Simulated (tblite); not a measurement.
Compound: phosphorus pentafluoride, PF₅.
Structure used (GFN2-xTB), in Å, numbered top down from 1:
```xyz
6
PF5 angstrom
F      1.579    0.133   -0.125
P      0.000    0.000   -0.004
F     -0.149    1.526   -0.292
F      0.154   -0.498    1.465
F     -0.002   -1.026   -1.179
F     -1.578   -0.133    0.114
```

The geometry is computed with GFN2-xTB (gas phase).

Q: Which atoms are bound to P2, and at what distances?

A: 5 atoms: F4 1.559 Å, F3 1.559 Å, F5 1.560 Å, F1 1.589 Å, F6 1.589 Å.

Q: List the angles at P2.

A: 
```json
{"angle": "F1–P2–F6", "degrees": "179.9", "distance of the outer atoms (Å)": "3.18"}
{"angle": "F3–P2–F5", "degrees": "120.3", "distance of the outer atoms (Å)": "2.70"}
{"angle": "F4–P2–F5", "degrees": "120.0", "distance of the outer atoms (Å)": "2.70"}
{"angle": "F3–P2–F4", "degrees": "119.7", "distance of the outer atoms (Å)": "2.70"}
{"angle": "F1–P2–F4", "degrees": "90.1", "distance of the outer atoms (Å)": "2.23"}
{"angle": "F4–P2–F6", "degrees": "90.1", "distance of the outer atoms (Å)": "2.23"}
{"angle": "F3–P2–F6", "degrees": "90.0", "distance of the outer atoms (Å)": "2.23"}
{"angle": "F1–P2–F3", "degrees": "90.0", "distance of the outer atoms (Å)": "2.23"}
{"angle": "F1–P2–F5", "degrees": "90.0", "distance of the outer atoms (Å)": "2.23"}
{"angle": "F5–P2–F6", "degrees": "89.9", "distance of the outer atoms (Å)": "2.23"}
```

Q: What is the shape at P2?

A: Trigonal bipyramidal: τ5 = (β − α)/60° = 0.99 from the two widest angles, 179.9° and 120.3° (0 for a square pyramid, 1 for a trigonal bipyramid). The P–F distances aren't all alike: 1.559 to 1.589 Å.

Q: What are the rotational constants (commonest isotopes, rigid rotor)?

A: A = 3647, B = 3063, C = 3055 MHz: a prolate symmetric top.

Point group: D3h (tolerance 0.08 Å). Charge 0, singlet. Its GFN2-xTB frequencies are all real (lowest 118 cm⁻¹).
